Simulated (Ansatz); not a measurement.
Conformers of C₄H₄O₂, SMILES `C#CCC(=O)O`, each relaxed with PBE0-D4/def2-TZVP in Ansatz. CBS adds the triple-zeta coupled-cluster correction to the MP2 limit.

Not all of them had a frequency check.

Conformer A:

Cartesian coordinates in Å:
```
C 0.315 2.238 -1.107
C 0.394 1.102 -0.734
C 0.508 -0.272 -0.297
C -0.548 -0.696 0.700
O -1.431 -0.020 1.138
O -0.358 -1.982 1.044
H 0.235 3.248 -1.432
H 0.450 -0.958 -1.149
H 1.486 -0.455 0.161
H -1.052 -2.205 1.679
```

Conformer B:

Cartesian coordinates in Å:
```
C -2.318 0.372 0.129
C -1.235 0.014 -0.239
C 0.059 -0.437 -0.708
C 1.262 -0.110 0.152
O 2.360 -0.530 -0.087
O 0.987 0.694 1.181
H -3.275 0.695 0.464
H 0.066 -1.522 -0.843
H 0.273 -0.017 -1.697
H 1.822 0.841 1.647
```

Task: Which is lowest in electronic energy at CCSD(T)/CBS (frozen core, def2 sets), and by how much? (Estimate.)

Result: The calculation gave: A; B lies 2.4 kJ/mol higher.

Task: Give the energies relative to A (kJ/mol) with B3LYP-D4/def2-TZVPP, ωB97X-V/def2-TZVPP, B2PLYP/def2-TZVPP, PBE/def2-TZVPP, SCS-MP2/def2-TZVPP, CCSD(T)/def2-TZVPP, CCSD/CBS(def2). (Estimate.)

Result: Computed: 
```tsv
level	B
B3LYP-D4/def2-TZVPP	1.4
ωB97X-V/def2-TZVPP	1.7
B2PLYP/def2-TZVPP	2.0
PBE/def2-TZVPP	0.5
SCS-MP2/def2-TZVPP	2.9
CCSD(T)/def2-TZVPP	2.7
CCSD/CBS(def2)	2.7
```

B3LYP here is the variant with VWN-RPA as its local correlation; programs differ in this.
